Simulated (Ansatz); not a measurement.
Results of PBE (PAW; Ansatz, a quantum-chemistry and plane-wave program) for hcp Lu.

Run with plane-wave cutoff 520 eV, 24×24×12 k mesh (along the axes of the cell as run), Fermi–Dirac smearing 0.028 eV (set by the program), scalar-relativistic PAW data made under PBE.

Computed at the level's own relaxed cell.

Elastic tensor (GPa, Voigt notation, ions relaxed):

```
   91.3    28.9    22.0     0.0     0.0     0.0
   28.9    91.3    22.0     0.0     0.0     0.0
   22.0    22.0    91.4     0.0     0.0     0.0
    0.0     0.0     0.0    30.7     0.0     0.0
    0.0     0.0     0.0     0.0    30.7     0.0
    0.0     0.0     0.0     0.0     0.0    31.2
```

Q: Work out the Voigt, Reuss and Hill averages of the bulk and shear moduli, Young's modulus and Poisson's ratio from the printed constants.

A: K_V = [C11 + C22 + C33 + 2(C12 + C13 + C23)]/9 = [274.0 + 2 × 72.9]/9 = 46.6 GPa. G_V = [274.0 − 72.9 + 3 × 92.6]/15 = 31.9 GPa. From the compliances S = C⁻¹, K_R = 46.6 and G_R = 31.8 GPa. Hill means: K = 46.6, G = 31.9 GPa. E = 9KG/(3K + G) = 78 GPa, ν = (3K − 2G)/(6K + 2G) = 0.22, K/G = 1.46.

Spin–orbit coupling is not included.

Static lattice: no zero-point or thermal effects.
